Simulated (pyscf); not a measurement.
Elementary routes open to O=B–OH + HCl in the gas phase (singlet surface):
A. HO–B(OH)–Cl (Cl–H broken; B–Cl, H–O formed)
B. H₂O + O=B–Cl (B–O, Cl–H broken; H–O, B–Cl formed)

PySCF, gas phase, ωB97X-D3(BJ)/def2-SVP geometries. Correlated levels are frozen-core, on RHF or UHF. ΔMP2 is the change of the MP2 total energy from the triple- to the quadruple-zeta basis.

Task: Rank the routes by free-energy barrier at 298 K, lowest first, for CCSD(T)/def2-TZVPP + ΔMP2(QZVPP) energies (ideal gas, 1 atm, RRHO with modes under 100 cm⁻¹ raised to 100, one conformer, R ln 2 for chiral ones without a mode under 150 cm⁻¹).

Result: A (17.9 kcal/mol), B (36.5 kcal/mol)

Route A is the fastest of these, ahead of the next by 18.6 kcal/mol. The most stable products are those of A (ΔG = -30.4 kcal/mol), so kinetics and thermodynamics agree. At 1200 K A is still the fastest. A: On the reactant side the descent ends in a complex, 6.6 kcal/mol under the separated species and 13.2 kcal/mol under the saddle at ωB97X-D3(BJ)/def2-TZVP. B: On the product side the descent ends in an adduct with a B–O contact, 4.9 kcal/mol under the separated species and 23.8 kcal/mol under the saddle at ωB97X-D3(BJ)/def2-TZVP. Only these routes are compared; each barrier is that of the saddle found, and lower ones may exist. The CCSD(T) − MP2 part came from Ansatz, without density fitting, on the same reference.
